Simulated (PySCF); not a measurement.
Compound: protonated hydrogen cyanide Ion, CH₂N (charge +1).
Structure used (GFN2-xTB), in Å, numbered top down from 1:
```
atom  x, y, z in Å
C1     0.4928    0.5379   -0.1405
N2    -0.5139    0.0975    0.1355
H3     1.4475    0.9563   -0.4016
H4    -1.4161   -0.2973    0.3837
```

Structure optimised with GFN2-xTB, isolated species.

Masses are those of the commonest isotopes; rigid-rotor values at the optimised geometry. 

(1) What are the moment of inertia and the rotational constant?

(2) List the first levels of a rigid rotor in a Σ state.

(3) Estimate the classical rotational partition function at 50 K, 200 K and 500 K.

## Answers

(1) I = 13.541 u·Å², B = 505379 MHz·u·Å²/I = 37323 MHz (1.2450 cm⁻¹, or 1.791 K as hB/k).

(2) E(J) = BJ(J+1): J = 1: 2.490, J = 2: 7.470, J = 3: 14.940, J = 4: 24.899, J = 5: 37.349, J = 6: 52.289 cm⁻¹.

(3) Point group C∞v, symmetry number σ = 1; q = kT/(σhB), k/h = 20836.6 MHz/K: 27.9 at 50 K, 112 at 200 K, 279 at 500 K.

No frequency check. No vibrational averaging or centrifugal distortion is included, and the geometry carries the error of its method.

All values are computed, not measured.
